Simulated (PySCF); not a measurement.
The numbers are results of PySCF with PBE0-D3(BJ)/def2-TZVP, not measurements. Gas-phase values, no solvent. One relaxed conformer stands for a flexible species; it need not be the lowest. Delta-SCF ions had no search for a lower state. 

Reference species (SMILES): `S[Si](S)(S)S` (neutral, multiplicity 1).

- HOMO = -7.61 eV
- HOMO–LUMO gap = 7.16 eV
- vertical ionisation energy (Delta-SCF) = 9.34 eV

After one change: the HOMO falls by 2.25 eV; the HOMO–LUMO gap goes up by 3.77 eV; the vertical ionisation energy (Delta-SCF) rises by 3.09 eV.

Name the change that produced these shifts. The new species is one of these.
A. `[SiH4]`
B. `S[SiH](S)S`
C. `[SiH3]S`
D. `S[SiH2]S` (H–S–Si–S torsion 56°, S–Si–S–H torsion 56°)

A, `[SiH4]`
